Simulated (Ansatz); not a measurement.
# Zinc-blende AlP: TO phonon frequency at L by level of theory

No measured value is used here.

```json
[
 {"level (code)": "LDA (Ansatz)", "value (cm⁻¹)": "428", "cell (Å³/atom)": "20.05"},
 {"level (code)": "PBE (Ansatz)", "value (cm⁻¹)": "412", "cell (Å³/atom)": "20.88"},
 {"level (code)": "HSE06 (Ansatz)", "value (cm⁻¹)": "430", "cell (Å³/atom)": "20.52"},
 {"level (code)": "Hartree–Fock (Ansatz)", "value (cm⁻¹)": "[?]", "cell (Å³/atom)": "21.23"}
]
```

Task: Some entries are withheld; supply them.

Result: 
- Hartree–Fock (Ansatz, an electronic-structure program), value (cm⁻¹): 436

Each level is taken at its own relaxed cell. K meshes differ between the levels. Ansatz's density-functional and Hartree–Fock values are scalar-relativistic unless marked +SOC, with PAW data made under PBE.
